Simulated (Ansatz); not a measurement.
Spinel CdLu₂S₄ was calculated with LDA (Ansatz, a quantum-chemistry and plane-wave program, plane waves, PAW).

Settings: plane-wave cutoff 520 eV, 6×6×6 k mesh, Fermi–Dirac smearing 0.01 eV, scalar-relativistic PAW data made under PBE.

Cell (relaxed at this level):

CdLu₂S₄ is taken in the cubic space group Fd-3m, origin choice 1 (No. 227), the spinel structure, Pearson symbol cF56. Lattice parameters: a = b = c = 10.839 Å, α = β = γ = 90.00°. S on 32e sees 1 Cd at 2.491 Å and 3 Lu at 2.629 Å. Lu on 16c has 6 S at 2.629 Å (octahedral). Cd on 8b sees 4 S at 2.491 Å (tetrahedral). (Neighbours: up to the widest gap in distance over summed covalent radii, below 1.35, at either atom; cation-cation and far metal-metal contacts left out.)
(The calculation used a cell of 14 atoms; values per cell refer to that cell.)

**Question.** Estimate the band gap that the calculation returns.

**Answer.** 
- band gap: 0.79 eV

Spin–orbit coupling is not included.
